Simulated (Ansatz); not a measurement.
Correlation energies of `Cl[SiH]Cl` radical by basis set

Z-matrix (Å, degrees):
```
Si
Cl 1 2.047
Cl 1 2.047 2 110.2
H 1 1.488 2 108.0 3 117.7
```

The species carries charge 0 and has multiplicity 2. The geometry is a stationary point of PBE0-D4/def2-TZVP. Frozen core, unrestricted reference, Ansatz. CBS rows extrapolate triple and quadruple zeta; past MP2 they add the triple-zeta difference.

```
     basis      HF (Eh)  MP2 corr.
  def2-SVP  -1208.19034   -0.34063
def2-TZVPP  -1208.61552   -0.47370
def2-QZVPP  -1208.65018   -0.52178
```

Task: Estimate the CCSD correlation energy and the (T) correction in each basis where they were run (hartree).

Result: 
| basis | CCSD corr. | (T) |
| --- | --- | --- |
| def2-SVP | -0.37570 | -0.00842 |
| def2-TZVPP | -0.51572 | -0.02221 |
| CBS(def2) | -0.59941 | as TZ |
